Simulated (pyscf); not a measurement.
One four-centre exchange on the singlet surface with elements of a group swapped. ωB97M-D3(BJ)/def2-TZVP, kcal/mol, from the separated reactants. Optimised with ωB97X-D3(BJ)/def2-SVP in PySCF.

| step | barrier | reaction energy | imaginary mode (i cm⁻¹) |
|---|---|---|---|
| H₂N–Ta(=O)(Cl)–Cl + HCl → O=Ta(Cl)(Cl)–Cl + NH₃ | 5.9 | -10.8 | 189 |
| H₂N–V(=O)(Cl)–Cl + HCl -> O=V(Cl)(Cl)–Cl + NH₃ | ___ | ___ | 633 |

**Question.** What belongs in the gaps?

**Answer.** 
- H₂N–V(=O)(Cl)–Cl + HCl -> O=V(Cl)(Cl)–Cl + NH₃, barrier: 14.3
- H₂N–V(=O)(Cl)–Cl + HCl -> O=V(Cl)(Cl)–Cl + NH₃, reaction energy: -6.3

Row 1: On the product side the descent ends in an adduct with a N–Ta contact (not fully relaxed), 29.2 kcal/mol under the separated species and 44.8 kcal/mol under the saddle at ωB97X-D3(BJ)/def2-TZVP. Row 2: On the reactant side the descent ends in a complex (not fully relaxed), 5.5 kcal/mol under the separated species and 17.1 kcal/mol under the saddle at ωB97X-D3(BJ)/def2-TZVP. On the product side the descent ends in an adduct with a N–V contact (not fully relaxed), 18.3 kcal/mol under the separated species and 38.1 kcal/mol under the saddle at ωB97X-D3(BJ)/def2-TZVP. Each row is the saddle that its search found. Elements past Kr carry the def2 core potentials, without spin-orbit coupling.
